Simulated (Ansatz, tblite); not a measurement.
# The cluster Li2H: a ladder of methods and basis sets

Aim: run the doublet of the cluster Li2H at one geometry on many levels, and compare frontier levels, spin and run time.

Method: as each input shows; program: Ansatz 0.2.0, Gaussian basis.

The runs, in order: GFN1-xTB, GFN2-xTB, PBE-D4/def2-TZVP, r2SCAN-D4/def2-TZVP, PBE-QIDH/def2-TZVP, B97M-V/def2-TZVP, ωB97X-V/def2-TZVP, CAM-B3LYP-D4/def2-TZVP, LDA/def2-TZVP, PBE+5HF/def2-TZVP, PBE+10HF/def2-TZVP, PBE+15HF/def2-TZVP, PBE+35HF/def2-TZVP, PBE+50HF/def2-TZVP, PBE-D4/def2-SVP, PBE0-D4/def2-SVP, PBE0-D4/def2-TZVPD, PBE-D4/def2-TZVPD, r2SCAN-D4/def2-TZVPD, CCSD(T)/def2-TZVPP, MP2/def2-TZVP, RPA/def2-TZVP, CCSD(T)/def2-TZVPD.

**1. The geometry**

The geometry is that of the doublet, from an earlier relaxation (PBE-D4/def2-TZVP). At that level it is the lowest of the isomers that a small search found.

3 atoms, charge 0, spin multiplicity 2.

Bond lengths: Li1–Li2 2.602 Å, Li1–H3 1.703 Å, Li2–H3 1.700 Å. Angles: Li2–Li1–H3 40.1°, Li1–Li2–H3 40.2°, Li1–H3–Li2 99.7°.

Coordinates:

```
atom    x (Å)    y (Å)    z (Å)
 Li1  -0.0521  -0.8754  -1.0288
 Li2  -0.5759   0.5099   1.1103
  H3   0.6280   0.3655  -0.0815
```

PBE0-D4/def2-TZVP was run before; its log isn't repeated, and its numbers join the tables.

**2. GFN1-xTB**

Tight binding, by tblite at 300 K electronic temperature and without a spin-polarisation term:

```python
tblite.interface.Calculator('GFN1-xTB', numbers, positions, charge=0, uhf=1).singlepoint()
```

Energy -33.7283 eV; 0.001 s.

**3. GFN2-xTB**

Tight binding, by tblite at 300 K electronic temperature and without a spin-polarisation term:

```python
tblite.interface.Calculator('GFN2-xTB', numbers, positions, charge=0, uhf=1).singlepoint()
```

Energy -27.3161 eV; 0.001 s.

**4. PBE-D4/def2-TZVP**

start.molden holds the orbitals of an earlier run on this state, given as this run's starting guess.

Contents of in.yaml:

```yaml
crystal:
  periodic: [false, false, false]
  atoms:
    - {symbol: Li, position_ang: [-0.052118, -0.875407, -1.028767]}
    - {symbol: Li, position_ang: [-0.575875, 0.509866, 1.110275]}
    - {symbol: H, position_ang: [0.627993, 0.365531, -0.081508]}
basis:
  gaussian: {orbitals: def2-TZVP, initial_orbitals: start.molden}
magnetization: {spin_polarized: true, initial_magnetization: 1}
hamiltonian: {xc: pbe, dispersion: d4}
scf: {omitted_lower_state_checks: [starts]}
output: {forces: true, orbitals: {seedname: orbitals}}
```

Launch:

```console
$ ansatz run in.yaml --threads 4 --pin off --events-out ev --progress --plain --max-ram 3916MiB
```

Further steps of the session: r2SCAN-D4/def2-TZVP; PBE-QIDH/def2-TZVP; B97M-V/def2-TZVP; ωB97X-V/def2-TZVP; CAM-B3LYP-D4/def2-TZVP; LDA/def2-TZVP; PBE+5HF/def2-TZVP; PBE+10HF/def2-TZVP; PBE+15HF/def2-TZVP; PBE+35HF/def2-TZVP; PBE+50HF/def2-TZVP; PBE-D4/def2-SVP; PBE0-D4/def2-SVP; PBE0-D4/def2-TZVPD; PBE-D4/def2-TZVPD; r2SCAN-D4/def2-TZVPD; CCSD(T)/def2-TZVPP; MP2/def2-TZVP; RPA/def2-TZVP; CCSD(T)/def2-TZVPD.

Q: Predict the results of all the runs planned. Wanted: gap in def2-TZVP, named functionals, smallest and largest; gap over the share of exact exchange; correlation energy, CCSD(T)/def2-TZVPP; correlation energy, MP2/def2-TZVP; correlation energy, CCSD(T)/def2-TZVPD; binding an atom, CCSD(T)/def2-TZVPP; ⟨S²⟩ in def2-TZVP, named functionals, smallest and largest; PBE0 total energy, smallest basis above largest.

The runs gave:

| quantity | value |
| --- | --- |
| gap in def2-TZVP, named functionals, smallest and largest | 0.30 eV (B97M-V), 4.62 eV (ωB97X-V) |
| gap over the share of exact exchange | 0.74 eV at 0, 2.83 eV at 0.5 |
| correlation energy, CCSD(T)/def2-TZVPP | -2.99 eV |
| correlation energy, MP2/def2-TZVP | -2.30 eV |
| correlation energy, CCSD(T)/def2-TZVPD | -2.84 eV |
| binding an atom, CCSD(T)/def2-TZVPP | 1.139 eV |
| ⟨S²⟩ in def2-TZVP, named functionals, smallest and largest | 0.750, 0.751 |
| PBE0 total energy, smallest basis above largest | 0.43 eV (def2-SVP, def2-TZVPD) |

Orbital gaps of the named functionals in def2-TZVP span 0.30 eV (B97M-V) to 4.62 eV (ωB97X-V); exact exchange widens it. Raising the share of exact exchange from 0 to 0.5 moves the HOMO by -1.07 eV and the LUMO by +1.01 eV. The functionals in def2-TZVP miss CCSD(T)/def2-TZVPP by -0.024 (PBE0-D4) to +0.114 eV (LDA) an atom. CCSD(T)/def2-TZVPP isn't at the basis-set limit; small misses against it rank nothing.
